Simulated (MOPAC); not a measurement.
MOPAC input (PM7):

```
PM7 1SCF UHF MS=0.5 GEO-OK AUX(PRECISION=9) THREADS=1
C4H4N

N    -0.00536348 1    0.01082114 1    1.24195927 1
C     0.00924693 1    1.06740937 1    0.41510040 1
C    -0.01291185 1   -1.06001520 1    0.43354086 1
C     0.01130691 1    0.67035162 1   -0.98668825 1
C    -0.00283558 1   -0.68744301 1   -0.97491892 1
H     0.01804177 1    2.07833538 1    0.79979338 1
H    -0.02510476 1   -2.06408540 1    0.83569978 1
H     0.02192854 1    1.33244179 1   -1.83739377 1
H    -0.00615967 1   -1.36425639 1   -1.81401885 1
```

From the last part of the output:

```
                                                       MOPAC v23.2.5 Linux

          FINAL HEAT OF FORMATION =         68.73994 KCAL/MOL =     287.60791 KJ/MOL

          COSMO AREA              =        102.64 SQUARE ANGSTROMS
          COSMO VOLUME            =         88.48 CUBIC ANGSTROMS

          IONIZATION POTENTIAL    =          9.942563 EV
          ALPHA SOMO LUMO (EV)    =         -9.943  0.464
          BETA  SOMO LUMO (EV)    =        -10.601 -2.035
          NO. OF ALPHA ELECTRONS  =         13
          NO. OF BETA  ELECTRONS  =         12
          MOLECULAR WEIGHT        =         66.0823         POINT GROUP:  C2v

          MOLECULAR DIMENSIONS (Angstroms)

            Atom       Atom       Distance
            H     8    H     7     4.32250
            H     9    H     6     4.18309
            N     1    C     5     0.00000

          SCF CALCULATIONS        =          1

   ATOM   CHEMICAL          X               Y               Z
  NUMBER   SYMBOL      (ANGSTROMS)     (ANGSTROMS)     (ANGSTROMS)

     1       N         -0.00536348  *   0.01082114  *   1.24195927  *
     2       C          0.00924693  *   1.06740937  *   0.41510040  *
     3       C         -0.01291185  *  -1.06001520  *   0.43354086  *
     4       C          0.01130691  *   0.67035162  *  -0.98668825  *
     5       C         -0.00283558  *  -0.68744301  *  -0.97491892  *
     6       H          0.01804177  *   2.07833538  *   0.79979338  *
     7       H         -0.02510476  *  -2.06408540  *   0.83569978  *
     8       H          0.02192854  *   1.33244179  *  -1.83739377  *
     9       H         -0.00615967  *  -1.36425639  *  -1.81401885  *

                             CARTESIAN COORDINATES

   1    N       -0.005363480     0.010821140     1.241959270
   2    C        0.009246930     1.067409370     0.415100400
   3    C       -0.012911850    -1.060015200     0.433540860
   4    C        0.011306910     0.670351620    -0.986688250
   5    C       -0.002835580    -0.687443010    -0.974918920
   6    H        0.018041770     2.078335380     0.799793380
   7    H       -0.025104760    -2.064085400     0.835699780
   8    H        0.021928540     1.332441790    -1.837393770
   9    H       -0.006159670    -1.364256390    -1.814018850

           Empirical Formula: C4 H4 N  =     9 atoms

      MOLECULAR POINT GROUP   :   C2v

          ALPHA EIGENVALUES
 -36.82432 -27.58170 -24.92935 -20.04221 -19.97219 -17.94054 -14.94127 -14.54397
 -14.11027 -13.54450 -11.05353 -10.41670  -9.94256   0.46411   0.86833   3.15276
   3.54071   4.12052   4.66431   5.25894   5.26476   5.59106   5.60945   5.78054

           BETA EIGENVALUES
 -37.05753 -27.60601 -24.66668 -19.92709 -19.90544 -17.89406 -14.48888 -14.08869
 -14.06314 -13.37002 -11.22932 -10.60130  -2.03495   1.26190   1.59735   3.26149
   3.67249   4.18003   4.73667   5.33757   5.33814   5.61998   5.65664   5.87661

              NET ATOMIC CHARGES AND DIPOLE CONTRIBUTIONS

  ATOM NO.   TYPE          CHARGE      No. of ELECS.   s-Pop       p-Pop
    1          N          -0.394757        5.3948     1.76011     3.63464
    2          C           0.072727        3.9273     1.12456     2.80271
    3          C           0.072727        3.9273     1.12456     2.80271
    4          C          -0.217454        4.2175     1.10059     3.11687
    5          C          -0.217454        4.2175     1.10059     3.11687
    6          H           0.170751        0.8292     0.82925
    7          H           0.170751        0.8292     0.82925
    8          H           0.171354        0.8286     0.82865
    9          H           0.171354        0.8286     0.82865
 DIPOLE           X         Y         Z       TOTAL
 POINT-CHG.     0.007    -0.015    -1.674     1.674
 HYBRID         0.003    -0.006    -0.638     0.638
 SUM            0.010    -0.020    -2.312     2.312

          ATOMIC ORBITAL ELECTRON POPULATIONS

     Atom    s        px        py        pz
    1  N   1.76011   1.20133   1.07019   1.36312
    2  C   1.12456   0.86233   1.01829   0.92209
    3  C   1.12456   0.86234   1.01592   0.92444
    4  C   1.10059   1.03701   1.03405   1.04580
    5  C   1.10059   1.03701   1.03555   1.04431
    6  H   0.82925
    7  H   0.82925
    8  H   0.82865
    9  H   0.82865

                    (SZ)    =    0.500000
                    (S**2)  =    0.794573

          ATOMIC ORBITAL SPIN POPULATIONS

    Atom   Total    s     px     py     pz
         Atomic
    1  N -0.2465 -0.003 -0.199 -0.025 -0.018
    2  C  0.5706  0.015  0.518  0.021  0.017
    3  C  0.5706  0.015  0.518  0.021  0.017
    4  C  0.0712 -0.001  0.082 -0.002 -0.008
    5  C  0.0712 -0.001  0.082 -0.001 -0.009
    6  H -0.0162 -0.016
    7  H -0.0162 -0.016
    8  H -0.0023 -0.002
    9  H -0.0023 -0.002

 **********************
 *                    *
 * JOB ENDED NORMALLY *
 *                    *
 **********************

 == MOPAC DONE ==
```
